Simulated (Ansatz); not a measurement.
Two isomers of BFH4Si: A = `B[SiH2]F`, B = `FB[SiH3]`.

Calculated with Ansatz (gas phase, PBE0-D4/def2-TZVP geometries, no zero-point term in ΔE). CCSD(T)/CBS is the MP2 limit (def2-TZVPP, def2-QZVPP) plus CCSD(T) − MP2 in def2-TZVPP, frozen cores. Functionals use def2-TZVPP. B3LYP here is the variant with VWN-RPA as its local correlation; programs differ in this.

A:

```xyz
7

B    -0.3429    0.9215   -0.6946
Si    0.2285   -0.6096    0.4581
F     1.7411   -1.0835    0.1961
H     0.3592    1.4496   -1.5034
H    -1.4582    1.3372   -0.5673
H    -0.6530   -1.7862    0.2161
H     0.1253   -0.2290    1.8950
```

B:

```xyz
7

F     1.095   -0.572    1.808
B     0.894   -0.611    0.503
Si   -0.633    0.425   -0.355
H     1.664   -1.284   -0.132
H    -1.457   -0.512   -1.169
H    -0.055    1.437   -1.283
H    -1.509    1.116    0.628
```

Problem. Which is lower in electronic energy at CCSD(T)/CBS, and by how much? (Estimate.)

Solution. Ansatz gave: B, by 11.8 kJ/mol.

Problem. Give E(B) − E(A) in kJ/mol with ωB97M-V, CCSD/def2-TZVPP, r2SCAN-D4, LDA (SPW92), PBE-D4, B3LYP, BLYP-D4. (An estimate is asked.)

Solution. The calculation gave: ωB97M-V -16.8, CCSD/def2-TZVPP -13.8, r2SCAN-D4 -18.4, LDA (SPW92) -35.0, PBE-D4 -27.6, B3LYP -17.8, BLYP-D4 -21.4. None reverses the order clearly.

Problem. Does the order hold for the free energy at 298.15 K (harmonic terms from PBE0-D4)? (An estimate is asked.)

Solution. Computed: Yes: G(B) − G(A) = -14.5 kJ/mol. Modes under 60 cm⁻¹, often nearly free rotors, make the harmonic entropy too high.

Largest T1 diagnostic: 0.014.

From PBE to PBE0 (25 % exact exchange), in def2-TZVPP and without D4, E(B) − E(A) moves by +5.6 kJ/mol. Leaving LDA and LC-ωPBE aside and taking each functional with its dispersion term where it has one, the values, not all of them listed here, spread over 16.2 kJ/mol, from PBE-D4 to BHLYP-D4. LDA lies −7.2 kJ/mol from PBE without D4.
